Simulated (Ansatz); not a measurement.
# SiNH₄ (doublet): wave-function methods side by side, cc-pVDZ

An exercise on one series of results from a longer session: the logs are not shown, and one member is left open.

Program: Ansatz 0.2.0, Gaussian basis. Level of theory: cc-pVDZ, core rule «outside noble gas», up to 6 orbitals frozen. These are calculated values, not measurements.

To be run: UHF; CCSD(T) on ROHF; CCSD(T) on UHF; BCCD(T) on ROHF; CISD; CCSDT(Q) on ROHF; CCSDT(Q) on UHF.

21 further runs of the same task are left out: 1 for a known fault of the program, 11 that didn't finish, 9 set aside as unsound or not needed.

**The geometry**

The geometry is a PBE0/def2-TZVP stationary point (not a proven minimum).

6 atoms, charge 0, spin multiplicity 2.

Atoms are counted from 1 here; the program's logs count them from 0.

Bond lengths: Si1–N2 1.725 Å, Si1–H3 1.493 Å, Si1–H4 1.493 Å, N2–H5 1.008 Å, N2–H6 1.008 Å. Angles: N2–Si1–H3 107.3°, N2–Si1–H4 107.3°, H3–Si1–H4 110.5°, Si1–N2–H5 119.9°, Si1–N2–H6 119.9°, H5–N2–H6 110.9°.

Geometry (Å):

```tsv
atom	x (Å)	y (Å)	z (Å)
Si1	-0.09065	0.00000	0.59532
N2	0.11278	0.00000	-1.11779
H3	0.57915	-1.22682	1.12100
H4	0.57915	1.22682	1.12100
H5	-0.09981	-0.83007	-1.64844
H6	-0.09981	0.83007	-1.64844
```

Set-up of the first run:

Contents of in.yaml:

```yaml
crystal:
  periodic: [false, false, false]
  atoms:
    - {symbol: Si, position_ang: [-0.090650, 0.000000, 0.595316]}
    - {symbol: N, position_ang: [0.112778, 0.000000, -1.117785]}
    - {symbol: H, position_ang: [0.579153, -1.226824, 1.121000]}
    - {symbol: H, position_ang: [0.579153, 1.226824, 1.121000]}
    - {symbol: H, position_ang: [-0.099805, -0.830073, -1.648445]}
    - {symbol: H, position_ang: [-0.099805, 0.830073, -1.648445]}
basis:
  gaussian: {orbitals: cc-pVDZ}
magnetization: {spin_polarized: true, initial_magnetization: 1}
hamiltonian: {xc: hf}
output: {orbitals: {seedname: orbitals}}
```

The run is started by

```
$ ansatz run in.yaml --threads 1 --pin off --events-out ev --progress --plain --max-ram 2393MiB
```

Among the steps run: UHF; CCSD(T) on ROHF; CCSD(T) on UHF; BCCD(T) on ROHF; CISD; CCSDT(Q) on ROHF; CCSDT(Q) on UHF.

One table of the session follows, with a row left open; its other results are not shown here.

```
   method  from UCCSDT(Q) (kcal/mol)
     ROHF                    +189.98
      UHF                    +188.86
     RMP2                     +24.82
     UMP2                     +24.66
     CISD                     +20.38
    RCCSD                          ?
    UCCSD                      +5.24
 RCCSD(T)                      +0.84
 UCCSD(T)                      +0.84
  BCCD(T)                      +0.83
   RCCSDT                      +0.36
   UCCSDT                      +0.35
RCCSDT(Q)                      +0.03
UCCSDT(Q)                          0
```

Q: Estimate the row for RCCSD from the others.

The run gave: from UCCSDT(Q) (kcal/mol): +5.27. In the column «from UCCSDT(Q) (kcal/mol)» it lies between UCCSD (+5.24) and CISD (+20.38).

With the free atoms at the same levels and basis (separate runs), the atomisation energy is 16.219 eV at UCCSDT(Q), 16.202 eV at RCCSD(T), 16.199 eV at UCCSD(T), 12.317 eV at ROHF.

Limits of these values: Restricted and unrestricted rows rest on different reference determinants; where their highest levels disagree by more than a few hundredths of an eV, they describe different states and don't form one ladder.
